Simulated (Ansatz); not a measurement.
Basis-set extrapolation for C3H5NO2, SMILES `O=C=CNCO` (PBE0-D4/def2-TZVP geometry, frozen core, the Gaussian-basis code of Ansatz). Multiplicity 1, RHF reference.

```
                      def2-TZVPP   def2-QZVPP
                 HF  -320.758304  -320.772929
    MP2 correlation    -1.148519    -1.231825
CCSD(T) correlation    -1.220410      not run
```

Energies in hartree. Use E(X) = E(∞) + A·exp(−7.88·√X) for Hartree–Fock and E(X) = E(∞) + B·X^(−2.97) for correlation, with X = 3 and 4, and add CCSD(T) minus MP2 of the smaller set to the MP2 limit.

What is the CCSD(T) energy at the basis-set limit?

HF limit: -320.772929 + (-0.014625) × 0.13774 = -320.77494. MP2 limit: -1.231825 + (-0.083306) × 0.74074 = -1.29353. Higher-order term: -1.220410 − (-1.148519) = -0.07189. Total: -322.14036 hartree, 424.4 kJ/mol below CCSD(T)/def2-TZVPP.
